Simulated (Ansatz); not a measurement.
Relaxation of C2H7Al (10 atoms, charge 0, multiplicity 1), to a largest force component of 0.02 eV/Å in at most 40 steps.

Computed with Ansatz, RKS PBE/6-31G*.

```xyz
10
Properties=species:S:1:pos:R:3:forces:R:3
Al 0.000 0.000 0.000 0.58 0.00 0.33
C 0.000 0.000 1.970 -0.19 -0.16 -0.22
H -1.000 -0.309 2.341 0.27 0.13 0.14
H 0.768 -0.711 2.341 -0.13 0.24 0.13
H 0.232 1.020 2.341 -0.02 -0.23 0.15
C 1.706 0.000 -0.985 -0.22 0.21 0.05
H 2.036 -1.046 -1.155 0.13 0.23 -0.08
H 1.569 0.508 -1.962 0.23 -0.20 0.11
H 2.476 0.538 -0.393 0.02 -0.21 -0.24
H -1.351 0.000 -0.780 -0.65 0.00 -0.38
```

Problem. Where does it end, and by what steps?

Solution. The forces met the threshold. The force dipped under the threshold on the way, but the program's further checks kept it going. After 12 steps the energy has fallen by 0.063 eV; H9 moved furthest, 0.30 Å.

| step | energy less start (eV) | largest force component (eV/Å) | accepted |
| --- | --- | --- | --- |
| 0 | 0.0000 | 0.653 | yes |
| 1 | -0.0577 | 0.138 | yes |
| 2 | -0.0598 | 0.040 | yes |
| 3 | -0.0601 | 0.015 | yes |
| 4 | -0.0605 | 0.042 | yes |
| 5 | -0.0606 | 0.114 | yes |
| 6 | -0.0612 | 0.053 | yes |
| 7 | -0.0616 | 0.006 | yes |
| 8 | -0.0621 | 0.029 | yes |
| 9 | -0.0605 | 0.155 | no |
| 10 | -0.0620 | 0.042 | no |
| 11 | -0.0623 | 0.005 | yes |
| 12 | -0.0626 | 0.004 | yes |

```xyz
10
Properties=species:S:1:pos:R:3
Al 0.030 -0.006 0.019
C -0.022 0.019 1.993
H -0.930 -0.465 2.393
H 0.858 -0.465 2.453
H -0.035 1.064 2.363
C 1.718 -0.021 -1.007
H 1.916 -1.035 -1.406
H 1.666 0.648 -1.885
H 2.599 0.267 -0.408
H -1.364 -0.007 -0.798
```

Whether the end is a true minimum wasn't checked by a vibrational analysis.

Run time: 25 s on 1 thread of Arm Neoverse V1 (shared host), peak memory 0.12 GiB.
